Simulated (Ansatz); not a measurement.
Input file:

```yaml
crystal:
  periodic: [false, false, false]
  atoms:
    - {symbol: Ga, position_ang: [-0.000932, 0.000000, 0.232544]}
    - {symbol: Li, position_ang: [-0.057897, -0.000001, -2.107496]}
    - {symbol: H, position_ang: [0.231589, -1.272323, -0.786532]}
    - {symbol: H, position_ang: [0.231589, 1.272322, -0.786533]}
basis:
  gaussian: {orbitals: 6-31G}
magnetization: {spin_polarized: false, initial_magnetization: 4}
correlation: {method: fci, electrons: outside_noble_gas}
```

```sh
$ ansatz run in.yaml --threads 1 --pin off --events-out ev --progress --plain --max-ram 2393MiB
```

Log:

```
746 factors; integrals over basis functions are off by at most 1.6e-7 eV
mean field evaluation 1: about -52551.0226 eV, gradient 9.9e0 eV
mean field evaluation 2: about -52551.1294 eV, gradient 9.8e0 eV
mean field evaluation 4: about -52552.2479 eV, gradient 1.5e0 eV
mean field evaluation 8: about -52552.2795 eV, gradient 1.1e-1 eV
mean field evaluation 16: about -52552.2865 eV, gradient 6.1e-1 eV
mean field evaluation 32: about -52552.2798 eV, gradient 5.1e-2 eV
mean field evaluation 64: about -52552.2903 eV, gradient 2.7e-1 eV
mean field -52552.29345034 eV, -1931.2611630760 hartree, gradient 8.1e-6 eV, S^2 6.000000; 6 other end points of the search recorded, 0 dependent functions left out
mean field evaluation 96: about -52552.2801 eV, gradient 9.3e-6 eV
15 core orbitals not correlated: weight in the atoms' cores, before any rotation towards them, 0.995 or more for the frozen orbitals, at most 0.003 for the correlated occupied ones
reference -52552.28013866 eV, -1931.2606738809 hartree; 5, 1 occupied and 22, 26 virtual orbitals, 746 factors
state -52553.82291578 eV, -1931.3173698944 hartree
Total energy: -52553.82291578 eV, -1931.3173698944 hartree
```

Ran on 1 thread of AMD EPYC 9B14, shared host: 33 s wall, 0.28 GiB peak host memory.
